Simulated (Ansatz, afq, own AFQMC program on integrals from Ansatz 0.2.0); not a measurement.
NH₃ + NH, triplet: a scan with AFQMC

```xyz
6

N    -1.1274    0.0138   -0.0277
H    -1.4247    0.9816   -0.0277
H    -1.4247   -0.3885    0.8526
H    -0.1149    0.0138   -0.0277
N     1.2326    0.0138   -0.0277
H     1.5017   -0.9904   -0.0277
```

A hydrogen atom is moved from one rigid fragment to the other; the N1–H4 distance tells how far. The two fragments are held close together, so this isn't a minimum-energy path and the start is a compressed complex. Energies in mEh count from this geometry (1.012 Å) at the same level; the start stands on UHF, each point on the determinant named.

Basis cc-pVTZ. Only valence electrons are correlated. Integrals, coupled cluster, full CI and functionals: Ansatz 0.2.0; the random walks run on the same integrals in our own AFQMC program. The CISD trial takes its coefficients from CCSD amplitudes. Released means that phaseless walkers are propagated on without the constraint, phases kept. Uncertainties: one standard error, sampling alone.

Cautions, each for one point or more: lower spins were not checked; the ph-AFQMC/CISD walk drifts between its halves.

| r(N1–H4) / Å | det. | T1 | weight | ⟨S²⟩ | MP2 | B2PLYP | CCSD(T) |
| --- | --- | --- | --- | --- | --- | --- | --- |
| 1.100 | UHF | 0.019 | 0.87 | 2.03 | 5.6 | 3.0 | 4.7 |
| 1.144 | UHF | 0.019 | 0.87 | 2.04 | 9.6 | 5.5 | 8.1 |
| 1.188 | UHF | 0.018 | 0.87 | 2.05 | 13.4 | 7.9 | 11.2 |
| 1.232 | UHF | 0.021 | 0.87 | 2.05 | 16.8 | 10.0 | 13.5 |

(1) Estimate the curve of phaseless AFQMC with a CISD trial, counted from the same start.

## Answers

(1) 
```csv
r(N1–H4) / Å,det.,T1,weight,⟨S²⟩,ph-AFQMC/CISD
1.100,UHF,0.019,0.87,2.03,5.1 ± 0.4
1.144,UHF,0.019,0.87,2.04,8.5 ± 0.4
1.188,UHF,0.018,0.87,2.05,10.8 ± 0.4
1.232,UHF,0.021,0.87,2.05,13.5 ± 0.4
```

Weight is that of the determinant in the CISD state; at the start T1 is 0.017 and the weight 0.88, and ⟨S²⟩ is 2.02. Symmetry can't show for every point that it stays on the start's state. Largest departures from phaseless AFQMC with a CISD trial: CCSD(T) -0.4 mEh at 1.100 (on UHF) (within the noise), MP2 3.2 mEh at 1.232 (on UHF). The walk's constraint bias lies outside its error bars, so these are departures and not errors. The functionals aren't scored here.
